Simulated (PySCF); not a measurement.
Ligands exchanged one at a time, Si SH-H. Isolated molecules, 0 K electronic values unless said otherwise. One relaxed conformer stands for each flexible species; it need not be the lowest. Strings in code marks are SMILES. All members: neutral, multiplicity 1. Level: ωB97X-D3(BJ)/def2-TZVP // PBE0-D3(BJ)/def2-TZVP (PySCF), beside PBE-D3(BJ)/def2-TZVP // PBE0-D3(BJ)/def2-TZVP (PySCF) at the same geometries.  Orbital energies are measured against the vacuum level.

| species | HOMO, PBE (eV) | HOMO, ωB97X-D3(BJ) (eV) |
|---|---|---|
| `[SiH4]` | -8.51 | -12.45 |
| `S[Si](S)(S)S` | -6.39 | withheld |
| `S[SiH](S)S` | -6.36 | -10.00 |
| `[SiH3]S` | -6.28 | -9.95 |
| `S[SiH2]S` (H–S–Si–S torsion 56°, S–Si–S–H torsion 56°) | -6.27 | -9.88 |

Question: Fit y = a + b·x, y being the HOMO at the first level, to the 4 complete rows by least squares, with x = the PBE value in eV. Give a, b and the rms residual, and predict the withheld value.

Answer: Means of the 4 rows: x̄ = -6.855, ȳ = -10.57 eV. Σ(x − x̄)² = 3.6569 and Σ(x − x̄)(y − ȳ) = 4.1537, so b = 1.136 and a = ȳ − b·x̄ = -2.783 eV. The rms residual is 0.021 eV. At x = -6.39 the line gives -10.04 eV. The run for `S[Si](S)(S)S` gave -10.02 eV, so the line is off by 0.02 eV, within twice the rms residual.

Codes: PySCF.
